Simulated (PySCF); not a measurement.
# Peak assignment

Bonds (- single, = double, # triple, : aromatic): C1-C2, C2-C3, C3-C4, C3-C5, C3-C6. C1 carries H7, H8, H9; C2 carries H10, H11; C4 carries H12, H13, H14; C5 carries H15, H16, H17; C6 carries H18, H19, H20.

- PBE0/pcSseg-1 with gauge-including orbitals
- coordinates at the GFN2-xTB level
- code: PySCF 2.14
- non-relativistic, isolated molecule, fast rotation and ring inversion assumed for equivalent nuclei, one conformer

Shifts are taken against calculated references (same method and geometry level): ¹³C (σref 186.93) and ¹H (σref 31.72) against TMS.

(1) Assign these signals to the numbered atoms. ¹³C{¹H} NMR (computed): δ 40.4 (CH2), 32.3 (C), 30.7 (CH3), 10.9 (CH3).

(2) Assign these signals to the numbered atoms. ¹H NMR (400 MHz, computed): δ 1.24 (q, 2H), 0.98 (t, 3H), 0.93 (s, 9H).

Results:

(1) 
| δ (ppm) | atoms | environment | reason |
| --- | --- | --- | --- |
| 40.4 | C2 | sp3 CH2 | aliphatic region, no heteroatom directly attached |
| 32.3 | C3 | quaternary sp3 carbon | saturated and bonded to C and H only |
| 30.7 | C4/C5/C6 | methyl carbon | saturated and bonded to C and H only |
| 10.9 | C1 | methyl carbon | – |

C3 and C4/C5/C6 lie closer than the usual error of such a calculation, so a measured spectrum could show them in the other order.

(2) 
1.24 → H10/H11, hydrogen on an sp3 CH2: far from electronegative atoms and π systems
0.98 → H7/H8/H9, hydrogen on a methyl carbon: far from electronegative atoms and π systems
0.93 → H12/H13/H14/H15/H16/H17/H18/H19/H20, hydrogen on a methyl carbon

H7/H8/H9 and H12/H13/H14/H15/H16/H17/H18/H19/H20 lie closer than the usual error of such a calculation, so a measured spectrum could show them in the other order.

Shifts are as computed. Against solution values, carbons near 30 ppm lie about +3 ppm off and those near 130 ppm about +5 ppm. Of 1211 compounds with measured shifts, 218 miss one by over three times the rms of a fit or turn the order of signals round; such compounds aren't used in these exercises. Multiplicities follow the n + 1 count of equivalent neighbours, as no J values were calculated; m marks all less simple cases, F and P coupling included.
